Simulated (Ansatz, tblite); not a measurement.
**SiEtH3 (C₂H₈Si): a ladder of methods and basis sets**

Aim: run the singlet of SiEtH3 (C₂H₈Si) at one geometry on many levels, and compare frontier levels, spin and run time.

Program: Ansatz 0.2.0, Gaussian basis. Level of theory: as each input shows. These are calculated values, not measurements.

Levels to be run: GFN1-xTB, GFN2-xTB, PBE-D4/def2-TZVP, r2SCAN-D4/def2-TZVP, BHLYP-D4/def2-TZVP, revPBE-D4/def2-TZVP, LDA/def2-TZVP, r2SCANh-D4/def2-TZVP, PBE-QIDH/def2-TZVP, ωB97X-V/def2-TZVP, r2SCAN0-D4/def2-TZVP, PBE-D4/def2-SVP, PBE0-D4/def2-SVP, HF/STO-3G, HF/6-31G, B3LYP-D4/6-31G, CCSD(T)/def2-TZVPP, MP2/def2-TZVP, RPA/def2-TZVP.

1 further run of the same task is left out (it didn't finish).

## Step 1: The relaxed structure

The geometry is that of the singlet, from an earlier relaxation (r2SCAN-D4/def2-TZVP).

11 atoms, charge 0, spin multiplicity 1.

Bond lengths: Si1–C2 1.877 Å, Si1–H9 1.489 Å, Si1–H10 1.489 Å, Si1–H11 1.488 Å, C2–C3 1.532 Å, C2–H4 1.096 Å, C2–H5 1.096 Å, C3–H6 1.093 Å, C3–H7 1.093 Å, C3–H8 1.093 Å. Angles: C2–Si1–H9 110.2°, C2–Si1–H10 110.3°, C2–Si1–H11 111.2°, H9–Si1–H10 108.0°, H9–Si1–H11 108.5°, H10–Si1–H11 108.5°, Si1–C2–C3 113.2°, Si1–C2–H4 108.4°, Si1–C2–H5 108.3°, C3–C2–H4 110.3°, C3–C2–H5 110.4°, H4–C2–H5 106.0°, C2–C3–H6 111.6°, C2–C3–H7 111.2°, C2–C3–H8 111.4°, H6–C3–H7 107.6°, H6–C3–H8 107.5°, H7–C3–H8 107.4°.

Coordinates:

| atom | x (Å) | y (Å) | z (Å) |
| --- | --- | --- | --- |
| Si1 | -0.3109 | -0.4273 | -1.3707 |
| C2 | -0.2844 | -0.4193 | 0.5065 |
| C3 | 0.5249 | 0.7411 | 1.0944 |
| H4 | 0.1200 | -1.3778 | 0.8504 |
| H5 | -1.3194 | -0.3823 | 0.8649 |
| H6 | 0.5148 | 0.7252 | 2.1875 |
| H7 | 1.5690 | 0.6984 | 0.7735 |
| H8 | 0.1250 | 1.7074 | 0.7755 |
| H9 | 1.0781 | -0.4695 | -1.9044 |
| H10 | -0.9627 | 0.8088 | -1.8834 |
| H11 | -1.0544 | -1.6048 | -1.8941 |

PBE0-D4/def2-TZVP was run before; its log isn't repeated, and its numbers join the tables.

## Step 2: GFN1-xTB

Tight binding, by tblite at 300 K electronic temperature and without a spin-polarisation term:

```python
tblite.interface.Calculator('GFN1-xTB', numbers, positions, charge=0, uhf=0).singlepoint()
```

Energy -282.8740 eV, HOMO -11.89 eV, LUMO -5.35 eV; 0.014 s.

## Step 3: GFN2-xTB

Tight binding, by tblite at 300 K electronic temperature and without a spin-polarisation term:

```python
tblite.interface.Calculator('GFN2-xTB', numbers, positions, charge=0, uhf=0).singlepoint()
```

Energy -274.2815 eV, HOMO -10.75 eV, LUMO -4.68 eV; 0.008 s.

## Step 4: PBE-D4/def2-TZVP

start.molden holds the orbitals of an earlier run on this state, given as this run's starting guess.

in.yaml

```yaml
crystal:
  periodic: [false, false, false]
  atoms:
    - {symbol: Si, position_ang: [-0.310888, -0.427291, -1.370712]}
    - {symbol: C, position_ang: [-0.284417, -0.419253, 0.506466]}
    - {symbol: C, position_ang: [0.524862, 0.741128, 1.094372]}
    - {symbol: H, position_ang: [0.119992, -1.377800, 0.850447]}
    - {symbol: H, position_ang: [-1.319376, -0.382343, 0.864861]}
    - {symbol: H, position_ang: [0.514845, 0.725230, 2.187452]}
    - {symbol: H, position_ang: [1.569001, 0.698395, 0.773506]}
    - {symbol: H, position_ang: [0.125000, 1.707437, 0.775505]}
    - {symbol: H, position_ang: [1.078077, -0.469531, -1.904362]}
    - {symbol: H, position_ang: [-0.962660, 0.808831, -1.883417]}
    - {symbol: H, position_ang: [-1.054427, -1.604804, -1.894118]}
basis:
  gaussian: {orbitals: def2-TZVP, initial_orbitals: start.molden}
hamiltonian: {xc: pbe, dispersion: d4}
scf: {omitted_lower_state_checks: [starts]}
output: {forces: true, orbitals: {seedname: orbitals}}
```

Launch:

```sh
$ ansatz run in.yaml --threads 4 --pin off --events-out ev --progress --plain --max-ram 3916MiB
```

After this run come: r2SCAN-D4/def2-TZVP; BHLYP-D4/def2-TZVP; revPBE-D4/def2-TZVP; LDA/def2-TZVP; r2SCANh-D4/def2-TZVP; PBE-QIDH/def2-TZVP; ωB97X-V/def2-TZVP; r2SCAN0-D4/def2-TZVP; PBE-D4/def2-SVP; PBE0-D4/def2-SVP; HF/STO-3G; HF/6-31G; B3LYP-D4/6-31G; CCSD(T)/def2-TZVPP; MP2/def2-TZVP; RPA/def2-TZVP.

Q: Predict the results of all the runs planned. Wanted: gap in def2-TZVP, named functionals, smallest and largest; correlation energy, CCSD(T)/def2-TZVPP; correlation energy, MP2/def2-TZVP; binding an atom, CCSD(T)/def2-TZVPP; PBE0 total energy, smallest basis above largest.

**Answer**, as computed:

```
                                                 quantity                              value
gap in def2-TZVP, named functionals, smallest and largest  7.04 eV (LDA), 13.51 eV (ωB97X-V)
                   correlation energy, CCSD(T)/def2-TZVPP                          -15.25 eV
                        correlation energy, MP2/def2-TZVP                          -12.75 eV
                      binding an atom, CCSD(T)/def2-TZVPP                           3.557 eV
          PBE0 total energy, smallest basis above largest      5.10 eV (def2-SVP, def2-TZVP)
```

In words: Over the named functionals in def2-TZVP the gap runs from 7.04 eV (LDA) to 13.51 eV (ωB97X-V); exact exchange widens it. A small miss in a minimal or small basis is a cancelling of errors, not accuracy. The functionals in def2-TZVP miss CCSD(T)/def2-TZVPP by +0.019 (revPBE-D4) to +0.465 eV (LDA) an atom. The reference is CCSD(T) in one finite basis, so it carries an error of its own, often a tenth of an eV or more, and near misses can't be ranked.
